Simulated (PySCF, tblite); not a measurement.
A set of runs on `CC(/C=N/[H])([CH2])C` [radical]; the geometry of each is named by its level. Settings lines and outputs come from a driver script.

Species: C5H10N (doublet state).
Atom-mapped SMILES: `[H]/[N:6]=[CH:5]/[C:2]([CH2:1])([CH3:3])[CH3:4]` (hydrogens: H7, H8 on C1; H9, H10, H11 on C3; H12, H13, H14 on C4; H15 on C5; H16 on N6)

Step 1: GFN2-xTB geometry optimisation, gas phase (tblite 0.8.0) (from a force-field or distance-geometry start)
```json
{"job": {"kind": "relax", "xc": "GFN2-xTB", "basis": "xTB"}, "charge": 0, "multiplicity": 2}
```
```
step      E/eV     max force
  0    -505.68994    2.610
  1    -505.87831    1.763
  2    -505.92735    1.360
...
 70    -506.27209    0.031
 71    -506.27224    0.031
 72    -506.27235    0.027
 73    -506.27240    0.016
 74    -506.27242    0.009
```

Energy lowered by 13.4 kcal/mol over 74 steps; largest atomic force 0.009 eV/Å at the end. «max force» is the largest atomic force in eV/Å.

Step 2: GFN2-xTB harmonic vibrations, gas phase (tblite 0.8.0) (on the GFN2-xTB geometry)
```json
{"job": {"kind": "ir", "xc": "GFN2-xTB", "basis": "xTB"}, "charge": 0, "multiplicity": 2}
```
```
(table of modes left out)
```

42 modes from 28 to 3330 cm⁻¹ (unscaled, harmonic); zero-point energy 84.8 kcal/mol; all wavenumbers are real at this level.

Step 3: UKS B3LYP, pcH-1 on C H N, non-relativistic, mean-field spin-orbit, GIAO (PySCF 2.14.0) (on the GFN2-xTB geometry)
```json
{"job": {"kind": "epr", "basis": "pcH-1"}, "charge": 0, "multiplicity": 2}
```
```
...
E = -251.24612779 Eh   <S^2> = 0.7535 (exact 0.7500)
g shifts (ppm)      1          2          3
  rmc          -143       -143       -143
  gc             10         44         19
  oz_so         -33        427        700
  total        -166        329        577
hyperfine (MHz)  atom isotope    a_iso     a_fc   dipolar eigenvalues
    0   13C      99.85      99.85    -82.56    -81.97    164.54
    1   13C     -28.83     -28.83     -1.76     -0.69      2.45
    2   13C       7.48       7.48     -1.45     -1.12      2.57
    3   13C      36.03      36.03     -2.89     -2.80      5.69
    4   13C      60.67      60.67     -5.31     -4.84     10.15
    5   14N       3.40       3.40     -0.88      0.13      0.76
    6    1H     -61.02     -61.02    -39.91     -0.39     40.30
    7    1H     -59.25     -59.25    -39.45     -1.08     40.53
    8    1H      -1.55      -1.55     -3.07     -2.77      5.84
    9    1H      -0.48      -0.48     -1.81     -1.72      3.53
   10    1H      -1.19      -1.19     -4.02     -2.87      6.89
   11    1H      -1.86      -1.86     -3.62     -2.96      6.58
   12    1H       9.61       9.61     -2.42     -1.68      4.10
   13    1H      -1.38      -1.38     -5.07     -2.44      7.52
   14    1H      10.04      10.04     -3.38     -1.64      5.02
...
```

⟨S²⟩ 0.753; g_iso 2.0026. rmc, gc and oz_so are the mass-correction, gauge-correction and orbital-Zeeman/spin–orbit parts of the g shift along its three principal axes; a_iso is the isotropic hyperfine coupling and a_fc its Fermi-contact part. The log counts atoms from 0, this text from 1.

**Question.** Which step took the most CPU time, and about what did each take on one thread of an Arm Neoverse V2, on a shared host?

**Answer.** Step 3, about 99 % of the total. CPU time by step: 1: 0.28 s, 2: 0.28 s, 3: 42 s.

Geometry of the electronic-property runs (GFN2-xTB):
```
atom  x, y, z in Å
C1    -0.1828   -0.1322    1.5906
C2    -0.1359    0.0322    0.1255
C3    -0.6915    1.3982   -0.2958
C4    -0.9328   -1.0934   -0.5678
C5     1.2831   -0.0880   -0.4081
N6     2.2304   -0.4849    0.3049
H7    -0.2215    0.7252    2.2322
H8     0.0244   -1.0905    2.0223
H9    -0.1044    2.1990    0.1485
H10   -0.6695    1.5098   -1.3782
H11   -1.7211    1.4957    0.0403
H12   -0.5455   -2.0650   -0.2712
H13   -0.8644   -1.0042   -1.6504
H14   -1.9791   -1.0313   -0.2782
H15    1.3665    0.1874   -1.4716
H16    3.1363   -0.5490   -0.1545
```

 (This holds for the electronic-property runs.)

One conformer stands for the species.
